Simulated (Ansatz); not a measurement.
# The fluorine atom (doublet): the correlation ladder, 6-31G

How much of the correlation energy of the fluorine atom (doublet) does each wave-function method recover here?

The runs use Ansatz 0.2.0, Gaussian basis; 6-31G, core rule «outside noble gas», up to 1 orbitals frozen.

To be run: UHF; CCSD(T) on ROHF; CCSD(T) on UHF; BCCD(T) on ROHF; CISD; CCSDT(Q) on ROHF; CCSDT(Q) on UHF; CISDTQ; CCSDTQ on ROHF; CCSDTQ on UHF; CASSCF and MRCISD+Q, 7 electrons in 4 orbitals; CASSCF and MRCISD+Q(relaxed), 7 electrons in 4 orbitals; CASSCF and NEVPT4(SD), 7 electrons in 4 orbitals; CASSCF and NEVPT2, 7 electrons in 4 orbitals.

## 1. The atom

A free atom, in its lowest state of this spin that the program finds.

1 atom, charge 0, spin multiplicity 2.

## 2. UHF

Contents of in.yaml:

```yaml
crystal:
  periodic: [false, false, false]
  atoms:
    - {symbol: F, position_ang: [0.000000, 0.000000, 0.000000]}
basis:
  gaussian: {orbitals: 6-31G}
magnetization: {spin_polarized: true, initial_magnetization: 1}
hamiltonian: {xc: hf}
output: {orbitals: {seedname: orbitals}}
```

Command:

```bash
$ ansatz run in.yaml --threads 1 --pin off --events-out ev --progress --plain --max-ram 2393MiB
```

After this run come: CCSD(T) on ROHF; CCSD(T) on UHF; BCCD(T) on ROHF; CISD; CCSDT(Q) on ROHF; CCSDT(Q) on UHF; CISDTQ; CCSDTQ on ROHF; CCSDTQ on UHF; CASSCF and MRCISD+Q, 7 electrons in 4 orbitals; CASSCF and MRCISD+Q(relaxed), 7 electrons in 4 orbitals; CASSCF and NEVPT4(SD), 7 electrons in 4 orbitals; CASSCF and NEVPT2, 7 electrons in 4 orbitals.

Before running them: what should the planned runs give, taken together? Wanted: UCCSDTQ below the RHF energy; RMP2 from UCCSDTQ; UMP2 from UCCSDTQ; RCCSD from UCCSDTQ; RCCSD(T) from UCCSDTQ; UCCSD(T) from UCCSDTQ; RCCSDT(Q) from UCCSDTQ; UCCSDT(Q) from UCCSDTQ; NEVPT2 valence from UCCSDTQ.

As calculated:

| quantity | value |
| --- | --- |
| UCCSDTQ below the RHF energy | -2.3498 eV |
| RMP2 from UCCSDTQ | +17.6 kJ/mol |
| UMP2 from UCCSDTQ | +17.0 kJ/mol |
| RCCSD from UCCSDTQ | +1.6 kJ/mol |
| RCCSD(T) from UCCSDTQ | +0.4 kJ/mol |
| UCCSD(T) from UCCSDTQ | +0.3 kJ/mol |
| RCCSDT(Q) from UCCSDTQ | 0.0 kJ/mol |
| UCCSDT(Q) from UCCSDTQ | 0.0 kJ/mol |
| NEVPT2 valence from UCCSDTQ | +51.1 kJ/mol |
| NEVPT4(SD) valence from UCCSDTQ | +5.7 kJ/mol |
| MRCISD+Q valence from UCCSDTQ | +1.5 kJ/mol |
| levels within 1 kcal/mol (43 meV) | RCCSD, UCCSD, RCCSD(T), UCCSD(T), BCCD(T), RCCSDT, UCCSDT, CISDTQ, RCCSDT(Q), UCCSDT(Q), RCCSDTQ, MRCISD+Q valence, MRCISD+Q(relaxed) valence |
| T1 diagnostic | 0.006 |
| effectively unpaired electrons | 1.00 |

**Reading.** RCCSD(T) lands +0.4 kJ/mol from the yardstick (0.2 % of the correlation energy). One determinant dominates. Of the multireference levels listed MRCISD+Q valence comes nearest in total energy (+1.5 kJ/mol), which doesn't show that its space is the better one. These misses are within one basis, not against nature; the frozen cores of restricted and unrestricted runs differ, which can shift their rows.
